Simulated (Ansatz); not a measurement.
The inner images of a band of BH3 + ClH (6 atoms, charge 0, multiplicity 1) are given out of order.

Theory: RKS B3LYP-D4/def2-SVPD (Ansatz 0.2.0).

Initial state:

```xyz
6
Properties=species:S:1:pos:R:3
B -0.001 0.234 -0.036
H -0.005 0.689 1.078
H 1.037 0.150 -0.635
H -1.042 0.079 -0.615
Cl 0.094 -2.187 0.820
H 0.045 -1.888 2.077
```

Final state:

```xyz
6
Properties=species:S:1:pos:R:3
B 0.025 -0.581 -0.482
H 0.027 0.387 2.238
H 1.047 0.040 -0.501
H -1.062 -0.082 -0.493
Cl 0.126 -2.333 -0.462
H -0.036 -0.355 2.389
```

Task: Put them in order from the first end to the last, with their energies above the first end.
A.
```xyz
6
Properties=species:S:1:pos:R:3
B 0.023 -0.513 -0.133
H -0.007 0.281 1.639
H 1.050 0.077 -0.313
H -1.048 -0.009 -0.315
Cl 0.095 -2.290 0.037
H 0.016 -0.471 1.775
```
B.
```xyz
6
Properties=species:S:1:pos:R:3
B 0.025 -0.542 -0.325
H -0.002 0.315 1.943
H 1.053 0.067 -0.383
H -1.056 -0.034 -0.382
Cl 0.109 -2.299 -0.249
H 0.001 -0.431 2.085
```
C.
```xyz
6
Properties=species:S:1:pos:R:3
B 0.000 0.154 0.035
H -0.008 0.463 1.204
H 1.048 0.123 -0.543
H -1.047 0.052 -0.538
Cl 0.085 -2.347 0.839
H 0.052 -1.368 1.693
```
D.
```xyz
6
Properties=species:S:1:pos:R:3
B 0.009 -0.128 0.101
H -0.002 0.252 1.314
H 1.069 0.070 -0.410
H -1.065 -0.004 -0.405
Cl 0.082 -2.222 0.709
H 0.036 -0.891 1.381
```
E.
```xyz
6
Properties=species:S:1:pos:R:3
B 0.018 -0.405 0.054
H 0.000 0.239 1.392
H 1.048 0.074 -0.337
H -1.042 0.004 -0.336
Cl 0.081 -2.263 0.416
H 0.023 -0.573 1.500
```

Result: C (+2.1 kcal/mol), D (+8.6 kcal/mol), E (-4.1 kcal/mol), A (-11.2 kcal/mol), B (-14.2 kcal/mol).

The run took 53 s on 1 thread of Intel(R) Xeon(R) 6975P-C (Granite Rapids) (shared host), peak memory 0.15 GiB.
